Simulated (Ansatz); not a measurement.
A geometry relaxed with Ansatz (a first-principles code) with B3LYP-D3(BJ)/def2-TZVP, charge 0, multiplicity 1:

```xyz
5

F     -0.8771    -0.4913    -1.2025
F      1.5167    -0.1171    -0.3774
F     -0.2952    -0.8864     1.2584
F     -0.3445     1.4948     0.3215
Si     0.0000     0.0000     0.0000
```

Problem. Write the SMILES of this molecule.

Solution. `F[Si](F)(F)F`
